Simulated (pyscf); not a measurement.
Thermochemistry of product channels of `[F][SiH2][F]` + `[NH3]` on the singlet surface, in kcal/mol, from ωB97M-D3(BJ)/def2-TZVP energies (ideal gas, 1 atm, RRHO with modes under 100 cm⁻¹ raised to 100, one conformer, R ln 2 for chiral ones without a mode under 150 cm⁻¹). Single points on ωB97X-D3(BJ)/def2-SVP structures (PySCF, gas phase).

```tsv
products	ΔE	ΔH(298 K)	ΔG(600 K)	ΔG(900 K)
`[NH2][SiH]([F])[F]` + `[H][H]`	[?]	-17.5	-15.9	-16.2
`[FH]` + `[NH2][SiH2][F]`	+19.2	+18.3	+18.0	+17.3
```

### Question
Some entries are withheld; supply them.

### Answer

- `[NH2][SiH]([F])[F]` + `[H][H]`, ΔE: -14.0

These are energies of the channels, which say nothing of barriers.
